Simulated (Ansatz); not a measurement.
YF3 (Pnma, No. 62)

Computed with r²SCAN0 (PAW; Ansatz, a program for electronic structure).

Run with plane-wave cutoff 520 eV, 4×4×6 k mesh (along the axes of the cell as run), Fermi–Dirac smearing 0.01 eV, scalar-relativistic PAW data made under PBE.

Cell (measured lattice):

```xyz
16
Lattice="6.3537 0.0000 0.0000 0.0000 6.8545 0.0000 0.0000 0.0000 4.3953" Properties=species:S:1:pos:R:3 pbc="T T T"
Y      2.3337     1.7136     0.2598
Y      4.0200     5.1409     4.1355
Y      0.8431     5.1409     2.4574
Y      5.5106     1.7136     1.9379
F      3.3211     1.7136     2.5976
F      3.0326     5.1409     1.7977
F      6.2095     5.1409     0.4000
F      0.1442     1.7136     3.9953
F      1.0496     0.4407     1.6504
F      5.3041     6.4138     2.7449
F      2.1272     6.4138     3.8481
F      4.2265     0.4407     0.5472
F      4.2265     2.9865     0.5472
F      2.1272     3.8680     3.8481
F      5.3041     3.8680     2.7449
F      1.0496     2.9865     1.6504
```

- band gap: 11.54 eV

Note: cell and atoms aren't relaxed at this level (largest force component 0.07 eV/Å, pressure -1.5 GPa).

Spin–orbit coupling is not included.

Static lattice: no zero-point or thermal effects.
